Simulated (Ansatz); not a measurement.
# P2H3+ (triplet): the correlation ladder, cc-pVDZ

An exercise on one series of results from a longer session: the logs are not shown, and one member is left open.

Program: Ansatz 0.2.0, Gaussian basis. Level of theory: cc-pVDZ, core rule «outside noble gas», up to 10 orbitals frozen. These are calculated values, not measurements.

The runs, in order: UHF; CCSD(T) on ROHF; CCSD(T) on UHF; BCCD(T) on ROHF; CISD; CCSDT(Q) on ROHF; CCSDT(Q) on UHF.

25 further runs of the same task are left out: 11 that didn't finish, 14 set aside as unsound or not needed.

## What is computed

The geometry is a PBE0/def2-TZVP stationary point (not a proven minimum) of the parent state, kept for this charge and spin.

5 atoms, charge 1, spin multiplicity 3.

Atoms are counted from 1 here; the program's logs count them from 0.

Bond lengths: P1–P2 2.172 Å, P1–H3 1.420 Å, P1–H4 1.417 Å, P2–H5 1.425 Å. Angles: P2–P1–H3 99.9°, P2–P1–H4 97.1°, H3–P1–H4 95.4°, P1–P2–H5 91.8°.

As a file:

```xyz
5
charge 1, multiplicity 3
P     0.0931    0.0492    1.0585
P    -0.0442   -0.0816   -1.1051
H    -1.0474    0.8514    1.3273
H    -0.5417   -1.1846    1.3483
H     0.0868    1.3303   -1.2438
```

The first run:

File in.yaml:

```yaml
crystal:
  periodic: [false, false, false]
  atoms:
    - {symbol: P, position_ang: [0.093115, 0.049154, 1.058475]}
    - {symbol: P, position_ang: [-0.044225, -0.081602, -1.105068]}
    - {symbol: H, position_ang: [-1.047425, 0.851426, 1.327277]}
    - {symbol: H, position_ang: [-0.541730, -1.184578, 1.348326]}
    - {symbol: H, position_ang: [0.086751, 1.330267, -1.243818]}
basis:
  gaussian: {orbitals: cc-pVDZ}
total_charge: 1
magnetization: {spin_polarized: true, initial_magnetization: 2}
hamiltonian: {xc: hf}
output: {orbitals: {seedname: orbitals}}
```

On the command line:

```sh
ansatz run in.yaml --threads 1 --pin off --events-out ev --progress --plain --max-ram 2393MiB
```

Steps of the session up to this table: UHF; CCSD(T) on ROHF; CCSD(T) on UHF; BCCD(T) on ROHF; CISD; CCSDT(Q) on ROHF; CCSDT(Q) on UHF.

One table of the session follows, with a row left open; its other results are not shown here.

```
   method  from UCCSDT(Q) (meV)
     ROHF               +7123.0
      UHF               +6873.5
     RMP2               +1487.4
     UMP2               +1469.5
     CISD                +912.8
    RCCSD                +279.8
    UCCSD                +268.0
 RCCSD(T)                 +56.0
 UCCSD(T)                 +54.3
  BCCD(T)                     ?
   RCCSDT                 +13.8
   UCCSDT                 +12.7
RCCSDT(Q)                  +1.2
UCCSDT(Q)                     0
```

Q: Estimate the row for BCCD(T) from the others.

**Answer.** from UCCSDT(Q) (meV): +52.2. In the column «from UCCSDT(Q) (meV)» it lies between RCCSDT (+13.8) and UCCSD(T) (+54.3).

Caveats from the session: Restricted and unrestricted rows rest on different reference determinants; where their highest levels disagree by more than a few hundredths of an eV, they describe different states and don't form one ladder.
